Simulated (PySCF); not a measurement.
Cl4Si, SMILES `Cl[Si](Cl)(Cl)Cl`, neutral singlet in the gas phase. 

Cartesian coordinates (Å):
SMILES: Cl[Si](Cl)(Cl)Cl
```xyz
5

Cl    -0.9436    -0.9205    -1.5400
Si     0.0008    -0.0002     0.0007
Cl    -0.5388     1.9540     0.0540
Cl    -0.5218    -0.8938     1.7445
Cl     2.0075    -0.1408    -0.2559
```
Charge 0, spin multiplicity 1.

All levels are single points at this geometry (TPSSh-D3(BJ)/def2-TZVP); Pople sets use spherical d functions. Orbital energies aren't observables, and empty levels follow the basis.

```
level                            HOMO (eV)  LUMO (eV)  gap (eV)  dipole (D)  vertical IE, Delta-SCF (eV)
-------------------------------  ---------  ---------  --------  ----------  ---------------------------
PBE-D3(BJ)/def2-TZVP in PySCF        -8.11      -1.68      6.43        0.00                            –
TPSSh-D3(BJ)/def2-TZVP in PySCF      -8.80      -1.07      7.73        0.00                        11.19
BP86/6-31G* in PySCF                 -8.30      -1.93      6.37        0.00                            –
PBE/6-31G* in PySCF                  -8.19      -1.82      6.38        0.00                            –
SVWN5/6-31G* in PySCF                -8.30      -2.05      6.25        0.00                            –
HF/3-21G in PySCF                   -13.69       1.98     15.66        0.00                            –
```
